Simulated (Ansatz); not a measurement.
Relaxation of BClH₅N (8 atoms, charge 0, multiplicity 1), to a largest force component of 0.03 eV/Å in at most 50 steps.

The calculation used Ansatz, RHF/def2-SVP.

```xyz
8
Properties=species:S:1:pos:R:3
B -0.056 0.459 -0.475
N -0.010 0.039 2.229
H -0.756 -0.410 2.729
H 0.846 -0.113 2.733
H 1.042 0.059 -0.683
H -1.052 -0.159 -0.662
Cl -0.240 2.237 -0.082
H -0.194 1.049 2.207
```

Where does it end, and by what steps?

It converged. The force dipped under the threshold on the way, but the program's further checks kept it going. After 13 steps the energy has fallen by 0.891 eV; H3 moved furthest, 0.90 Å. Joined: B1–N2.

| step | energy less start (eV) | largest force component (eV/Å) | accepted |
| --- | --- | --- | --- |
| 0 | 0.0000 | 1.078 | yes |
| 1 | -0.0792 | 0.959 | yes |
| 2 | -0.2141 | 1.570 | yes |
| 3 | -0.4803 | 1.815 | yes |
| 4 | -0.7509 | 1.597 | yes |
| 5 | -0.7871 | 0.325 | yes |
| 6 | -0.7990 | 0.192 | yes |
| 7 | -0.8087 | 0.429 | yes |
| 8 | -0.8436 | 0.443 | yes |
| 9 | -0.8851 | 0.043 | yes |
| 10 | -0.8908 | 0.008 | yes |
| 11 | -0.8912 | 0.073 | yes |
| 12 | -0.8909 | 0.047 | no |
| 13 | -0.8914 | 0.013 | yes |

```xyz
8
Properties=species:S:1:pos:R:3
B -0.094 0.386 0.176
N -0.047 0.222 1.813
H -0.218 -0.734 2.086
H 0.854 0.503 2.168
H 0.789 -0.318 -0.250
H -1.216 0.080 -0.152
Cl 0.255 2.212 -0.089
H -0.744 0.810 2.244
```

The run took 17 s on 1 thread of Arm Neoverse V1, with other jobs on the host, peak memory 0.13 GiB.
